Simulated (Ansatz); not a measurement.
**Which is lower?**

Two relaxed structures of AlSiH4O (charge +1), closed shell (PBE0-D4/def2-TZVP; forces vanish, vibrations not checked).

A:

Al1  (-1.366, -0.366, -1.846)
O2  (0.273, -0.677, -0.790)
Si3  (0.749, 0.224, 0.646)
H4  (-0.390, 1.162, 0.737)
H5  (0.888, -1.376, -1.059)
H6  (2.032, 0.868, 0.319)
H7  (0.810, -0.756, 1.742)
(Å)

B:

```csv
atom,x (Å),y (Å),z (Å)
Al1,-1.1984,0.1237,-0.9401
O2,-0.2760,-0.0387,0.6671
Si3,1.3886,-0.6131,1.0772
H4,-0.2819,-0.3470,-2.1055
H5,-2.6132,0.6862,-0.6035
H6,-0.7773,0.2351,1.4510
H7,1.6294,-0.8692,-0.3989
```

Ansatz 0.2.0; basis: def2-TZVPP; cores frozen in the correlated methods. B3LYP uses VWN-RPA correlation.

Problem. Which structure is lower at CCSD(T), and by how much? (Judge from chemistry; the value comes from the calculation.)

Solution. By the calculation: A, by 1.504 eV (electronic energy, against the other). By their contacts, A is AlSiH₄O ([Al][OH][SiH3]), total charge +1 and B is AlSiH₄O ([AlH2][OH][SiH]), total charge +1.

All methods give the same order:

| method | E(B) − E(A) (eV) |
| --- | --- |
| PBE-D4 | 1.558 |
| r2SCAN-D4 | 1.523 |
| PBE0-D4 | 1.592 |
| B3LYP-D4 | 1.564 |
| wB97M-V | 1.562 |
| HF | 1.543 |
| MP2 | 1.557 |
| CCSD | 1.511 |
| CCSD(T) | 1.504 |

The T1 diagnostic stays at or below 0.013. The restricted Hartree–Fock reference is unstable towards an unrestricted one at one or more of these structures.

Labels in which every atom is bracketed show which atoms are joined, not bond orders.

For scale, one of the runs: CCSD(T)/def2-TZVPP, 171 basis functions, launched by `ansatz run in.yaml --threads 2 --pin off --events-out ev --progress --plain --max-ram 4352MiB`. Time: 15 s of wall clock on 2 CPU threads of an Intel Xeon Platinum 8175M; the host was shared. Peak host memory: 1.3 GiB.
